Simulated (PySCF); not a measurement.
**BCCD(T)/STO-6G run of PF3 (SMILES FP(F)F)**

What is the energy change on altering one bond length of PF3 at BCCD(T)/STO-6G? Input form: a Python script.

The results are computed with PySCF 2.14.0.

10 further runs of the same task are left out: 3 that didn't finish, 7 set aside as unsound or not needed.

### Step 1. The molecule

PF3 has 4 atoms, charge 0, and is taken as a singlet. As SMILES, `FP(F)F`. The shape is that of a GFN2-xTB optimisation.

Bond lengths: P1–F2 1.597 Å, P1–F3 1.598 Å, P1–F4 1.598 Å. Angles: F2–P1–F3 94.0°, F2–P1–F4 93.9°, F3–P1–F4 94.0°.

### Step 2. The energy at BCCD(T)/STO-6G

Input file run.py:

```python
# PF3
from pyscf import gto, cc
from pyscf.cc.bccd import bccd_kernel_

molecule = gto.M(
    atom='''
P       -0.004630       0.005090       0.642290
F        1.349610      -0.029560      -0.203150
F       -0.648490       1.180250      -0.228190
F       -0.696500      -1.155780      -0.210950
''',
    max_memory=1860,
    verbose=3,
    basis='sto-6g',
)

calc0 = molecule.RHF()
calc0.conv_tol = 1e-10
calc0.kernel()
if not calc0.converged:
    calc0 = calc0.newton().run(calc0.mo_coeff, calc0.mo_occ)

mycc = cc.CCSD(calc0, frozen=8).run()
mycc = bccd_kernel_(mycc, diis=True)
e_t = mycc.ccsd_t()
e_tot = mycc.e_tot + e_t
print('E(%s) = %.9f' % ('BCCD(T)', e_tot))
```

Started as:

```sh
OMP_NUM_THREADS=1 python run.py
```

The log of the run:

```text
converged SCF energy = -636.428843676875
E(CCSD) = -636.5264419640032  E_corr = -0.09759828712779481
BCCD loop starts.

******** <class 'pyscf.cc.ccsd.CCSD'> ********
CC2 = 0
CCSD nocc = 13, nmo = 16
frozen orbitals 8
max_cycle = 50
direct = 0
conv_tol = 1e-07
conv_tol_normt = 1e-05
diis_space = 6
diis_start_cycle = 0
diis_start_energy_diff = 1e+09
Init E_corr(CCSD) = -0.096489217430906
cycle = 1  E_corr(CCSD) = -0.107715709558036  dE = -0.0112264921  norm(t1,t2) = 0.0560114
cycle = 2  E_corr(CCSD) = -0.102726355020728  dE = 0.00498935454  norm(t1,t2) = 0.0124957
cycle = 3  E_corr(CCSD) = -0.103401072336423  dE = -0.000674717316  norm(t1,t2) = 0.00758117
cycle = 4  E_corr(CCSD) = -0.103019749738509  dE = 0.000381322598  norm(t1,t2) = 0.00293187
cycle = 5  E_corr(CCSD) = -0.103039727607273  dE = -1.99778688e-05  norm(t1,t2) = 0.000598004
cycle = 6  E_corr(CCSD) = -0.103064891643323  dE = -2.51640361e-05  norm(t1,t2) = 0.000225895
cycle = 7  E_corr(CCSD) = -0.103070689015956  dE = -5.79737263e-06  norm(t1,t2) = 5.39297e-05
cycle = 8  E_corr(CCSD) = -0.103071232120258  dE = -5.43104302e-07  norm(t1,t2) = 1.76344e-05
cycle = 9  E_corr(CCSD) = -0.103071084625954  dE = 1.47494304e-07  norm(t1,t2) = 6.29052e-06
cycle = 10  E_corr(CCSD) = -0.103071040705334  dE = 4.39206199e-08  norm(t1,t2) = 1.8125e-06
CCSD converged
E(CCSD) = -636.5251076905481  E_corr = -0.103071040705334
BCC iter:    0  E:    -636.525107690548  dE:    1.334e-03  |t1|:    7.085e-03

******** <class 'pyscf.cc.ccsd.CCSD'> ********
CC2 = 0
CCSD nocc = 13, nmo = 16
frozen orbitals 8
max_cycle = 50
direct = 0
conv_tol = 1e-07
conv_tol_normt = 1e-05
diis_space = 6
diis_start_cycle = 0
diis_start_energy_diff = 1e+09
Init E_corr(CCSD) = -0.102473618594427
cycle = 1  E_corr(CCSD) = -0.101486510130469  dE = 0.000987108464  norm(t1,t2) = 0.00678436
cycle = 2  E_corr(CCSD) = -0.101917936223177  dE = -0.000431426093  norm(t1,t2) = 0.00114586
cycle = 3  E_corr(CCSD) = -0.101880194858975  dE = 3.77413642e-05  norm(t1,t2) = 0.000492817
cycle = 4  E_corr(CCSD) = -0.101925192639011  dE = -4.499778e-05  norm(t1,t2) = 0.000149373
cycle = 5  E_corr(CCSD) = -0.101927560649633  dE = -2.36801062e-06  norm(t1,t2) = 1.99636e-05
cycle = 6  E_corr(CCSD) = -0.101928498222666  dE = -9.37573033e-07  norm(t1,t2) = 8.1098e-06
cycle = 7  E_corr(CCSD) = -0.101928660602296  dE = -1.6237963e-07  norm(t1,t2) = 2.61854e-06
cycle = 8  E_corr(CCSD) = -0.101928680685432  dE = -2.00831367e-08  norm(t1,t2) = 7.24053e-07
CCSD converged
E(CCSD) = -636.5252046225007  E_corr = -0.1019286806854324
BCC iter:    1  E:    -636.525204622501  dE:   -9.693e-05  |t1|:    5.751e-04

******** <class 'pyscf.cc.ccsd.CCSD'> ********
CC2 = 0
CCSD nocc = 13, nmo = 16
frozen orbitals 8
max_cycle = 50
direct = 0
conv_tol = 1e-07
conv_tol_normt = 1e-05
diis_space = 6
diis_start_cycle = 0
diis_start_energy_diff = 1e+09
Init E_corr(CCSD) = -0.101972540552699
cycle = 1  E_corr(CCSD) = -0.102057695330023  dE = -8.51547773e-05  norm(t1,t2) = 0.000519133
cycle = 2  E_corr(CCSD) = -0.102017905249188  dE = 3.97900808e-05  norm(t1,t2) = 9.28688e-05
cycle = 3  E_corr(CCSD) = -0.102022133144995  dE = -4.22789581e-06  norm(t1,t2) = 5.01683e-05
cycle = 4  E_corr(CCSD) = -0.102018891559943  dE = 3.24158505e-06  norm(t1,t2) = 1.58021e-05
cycle = 5  E_corr(CCSD) = -0.102018914056506  dE = -2.24965634e-08  norm(t1,t2) = 4.02865e-06
CCSD converged
E(CCSD) = -636.5251944988006  E_corr = -0.1020189140565063
BCC iter:    2  E:    -636.525194498801  dE:    1.012e-05  |t1|:    4.216e-06
CCSD(T) correction = -0.00630068009683869
E(BCCD(T)) = -636.531495179
```

Run time: 1.6 s. Hardware: 1 thread of Arm Neoverse V1, shared host; peak memory 0.12 GiB.

### Step 3. The distorted shape at the same level

Input file job.py:

```python
from pyscf import gto, scf, cc
from pyscf.cc.bccd import bccd_kernel_

system = gto.Mole()
system.atom = [
    ('P', (0.133757, 0.237286, 0.812954)),
    ('F', (1.487997, 0.202636, -0.032486)),
    ('F', (-0.510103, 1.412446, -0.057526)),
    ('F', (-0.696500, -1.155780, -0.210950)),
]
system.basis = 'sto-6g'
system.verbose = 3
system.max_memory = 1860
system.build()

mf = scf.RHF(system)
mf.conv_tol = 1e-10
mf.kernel()
if not mf.converged:
    mf = mf.newton().run(mf.mo_coeff, mf.mo_occ)

mycc = cc.CCSD(mf, frozen=8).run()
mycc = bccd_kernel_(mycc, diis=True)
e_t = mycc.ccsd_t()
etot = mycc.e_tot + e_t
print('E = %.10f Eh' % etot)
```

Started as:

```sh
OMP_NUM_THREADS=1 python job.py
```

The log of the run:

```text
converged SCF energy = -636.380947737256
E(CCSD) = -636.5046999928501  E_corr = -0.1237522555939107
BCCD loop starts.

******** <class 'pyscf.cc.ccsd.CCSD'> ********
CC2 = 0
CCSD nocc = 13, nmo = 16
frozen orbitals 8
max_cycle = 50
direct = 0
conv_tol = 1e-07
conv_tol_normt = 1e-05
diis_space = 6
diis_start_cycle = 0
diis_start_energy_diff = 1e+09
Init E_corr(CCSD) = -0.121807837617981
cycle = 1  E_corr(CCSD) = -0.137322408220865  dE = -0.0155145706  norm(t1,t2) = 0.0715032
cycle = 2  E_corr(CCSD) = -0.13078422140746  dE = 0.00653818681  norm(t1,t2) = 0.0166999
cycle = 3  E_corr(CCSD) = -0.131725400676979  dE = -0.00094117927  norm(t1,t2) = 0.00977523
cycle = 4  E_corr(CCSD) = -0.131185308531011  dE = 0.000540092146  norm(t1,t2) = 0.00361444
cycle = 5  E_corr(CCSD) = -0.1311493283469  dE = 3.59801841e-05  norm(t1,t2) = 0.00105
cycle = 6  E_corr(CCSD) = -0.13118580163538  dE = -3.64732885e-05  norm(t1,t2) = 0.000467832
cycle = 7  E_corr(CCSD) = -0.131199266065704  dE = -1.34644303e-05  norm(t1,t2) = 0.000149094
cycle = 8  E_corr(CCSD) = -0.131202563050908  dE = -3.2969852e-06  norm(t1,t2) = 8.59927e-05
cycle = 9  E_corr(CCSD) = -0.131202809101569  dE = -2.46050661e-07  norm(t1,t2) = 5.02098e-05
cycle = 10  E_corr(CCSD) = -0.131200976098361  dE = 1.83300321e-06  norm(t1,t2) = 2.3386e-05
cycle = 11  E_corr(CCSD) = -0.13120106030136  dE = -8.42029997e-08  norm(t1,t2) = 9.6289e-06
CCSD converged
E(CCSD) = -636.5031098588432  E_corr = -0.1312010603013602
BCC iter:    0  E:    -636.503109858843  dE:    1.590e-03  |t1|:    1.141e-02

******** <class 'pyscf.cc.ccsd.CCSD'> ********
CC2 = 0
CCSD nocc = 13, nmo = 16
frozen orbitals 8
max_cycle = 50
direct = 0
conv_tol = 1e-07
conv_tol_normt = 1e-05
diis_space = 6
diis_start_cycle = 0
diis_start_energy_diff = 1e+09
Init E_corr(CCSD) = -0.130186989966806
cycle = 1  E_corr(CCSD) = -0.128448190849965  dE = 0.00173879912  norm(t1,t2) = 0.0118733
cycle = 2  E_corr(CCSD) = -0.129201842712399  dE = -0.000753651862  norm(t1,t2) = 0.00194046
cycle = 3  E_corr(CCSD) = -0.12914339646586  dE = 5.84462465e-05  norm(t1,t2) = 0.000869876
cycle = 4  E_corr(CCSD) = -0.129222042997716  dE = -7.86465319e-05  norm(t1,t2) = 0.000267044
cycle = 5  E_corr(CCSD) = -0.129229204441109  dE = -7.16144339e-06  norm(t1,t2) = 6.00035e-05
cycle = 6  E_corr(CCSD) = -0.129232297439843  dE = -3.09299873e-06  norm(t1,t2) = 2.35312e-05
cycle = 7  E_corr(CCSD) = -0.129232548820004  dE = -2.51380161e-07  norm(t1,t2) = 8.51742e-06
cycle = 8  E_corr(CCSD) = -0.129232561962258  dE = -1.31422547e-08  norm(t1,t2) = 4.20018e-06
CCSD converged
E(CCSD) = -636.5032498856866  E_corr = -0.1292325619622584
BCC iter:    1  E:    -636.503249885687  dE:   -1.400e-04  |t1|:    1.221e-03

******** <class 'pyscf.cc.ccsd.CCSD'> ********
CC2 = 0
CCSD nocc = 13, nmo = 16
frozen orbitals 8
max_cycle = 50
direct = 0
conv_tol = 1e-07
conv_tol_normt = 1e-05
diis_space = 6
diis_start_cycle = 0
diis_start_energy_diff = 1e+09
Init E_corr(CCSD) = -0.129300600633108
cycle = 1  E_corr(CCSD) = -0.129463009988919  dE = -0.000162409356  norm(t1,t2) = 0.00121209
cycle = 2  E_corr(CCSD) = -0.12939469590299  dE = 6.83140859e-05  norm(t1,t2) = 0.000206777
cycle = 3  E_corr(CCSD) = -0.129399596894412  dE = -4.90099142e-06  norm(t1,t2) = 0.000104184
cycle = 4  E_corr(CCSD) = -0.129392722268935  dE = 6.87462548e-06  norm(t1,t2) = 3.22215e-05
cycle = 5  E_corr(CCSD) = -0.129391863663882  dE = 8.58605053e-07  norm(t1,t2) = 9.08973e-06
cycle = 6  E_corr(CCSD) = -0.129391774626895  dE = 8.90369869e-08  norm(t1,t2) = 4.17025e-06
CCSD converged
E(CCSD) = -636.5032375833541  E_corr = -0.1293917746268952
BCC iter:    2  E:    -636.503237583354  dE:    1.230e-05  |t1|:    8.780e-05

******** <class 'pyscf.cc.ccsd.CCSD'> ********
CC2 = 0
CCSD nocc = 13, nmo = 16
frozen orbitals 8
max_cycle = 50
direct = 0
conv_tol = 1e-07
conv_tol_normt = 1e-05
diis_space = 6
diis_start_cycle = 0
diis_start_energy_diff = 1e+09
Init E_corr(CCSD) = -0.129393336809162
cycle = 1  E_corr(CCSD) = -0.129395009398145  dE = -1.67258898e-06  norm(t1,t2) = 8.38259e-05
cycle = 2  E_corr(CCSD) = -0.129393352326279  dE = 1.65707187e-06  norm(t1,t2) = 1.76511e-05
cycle = 3  E_corr(CCSD) = -0.129393881576489  dE = -5.2925021e-07  norm(t1,t2) = 1.19061e-05
cycle = 4  E_corr(CCSD) = -0.129393953137385  dE = -7.15608966e-08  norm(t1,t2) = 3.72048e-06
CCSD converged
E(CCSD) = -636.5032368695277  E_corr = -0.1293939531373854
BCC iter:    3  E:    -636.503236869528  dE:    7.138e-07  |t1|:    6.189e-06
CCSD(T) correction = -0.00718730692521791
E = -636.5104241765 Eh
```

Run time: 1.5 s. Hardware: 1 thread of Arm Neoverse V1, shared host; peak memory 0.1 GiB.

### Step 4. Results

At BCCD(T)/STO-6G, 8 core orbitals frozen:

| quantity | value |
| --- | --- |
| first shape: total energy | -636.53150 Eh |
| first shape: correlation energy (8 core orbitals frozen) | -102.7 mEh |
| first shape: (T) correction | -6.30 mEh |
| distorted shape: total energy | -636.51042 Eh |
| distorted shape: correlation energy (8 core orbitals frozen) | -129.5 mEh |
| distorted shape: (T) correction | -7.19 mEh |
| energy change with the P1–F4 bond stretched from 1.598 to 1.918 Å | 0.573 eV |

What this shows: With the P1–F4 bond stretched from 1.598 to 1.918 Å the energy rises by 0.57 eV (55.3 kJ/mol). The first shape isn't relaxed at this level, so the change isn't measured from a minimum. The minimal basis adds a large error of its own. The triples (first shape) make up 6.1 % of the correlation energy. The triples (distorted shape) make up 5.6 % of the correlation energy.
